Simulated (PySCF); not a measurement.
PySCF input:

```python
from pyscf import gto, scf, mp, cc as ccmod

mol = gto.M(
    atom='''
    P    -0.00000000   -0.00000000   -0.99121818
    P     0.00000000    0.00000000    0.99121818
    ''',
    basis='cc-pvdz',
    charge=-1,
    spin=1,
    symmetry='D2h',
    verbose=4,
)

mf = scf.UHF(mol)
mf.conv_tol = 1e-10
mf.max_cycle = 100
mf.kernel()
mp2 = mp.MP2(mf, frozen=10).run()
cc = ccmod.CCSD(mf, frozen=10)
cc.max_cycle = 100
cc.kernel()
et = cc.ccsd_t()
print(f'E(CCSD(T)) = {cc.e_tot + et:.9f}')
```

Predict the final energy.

-681.71109 Eh (CCSD(T)/cc-pVDZ).
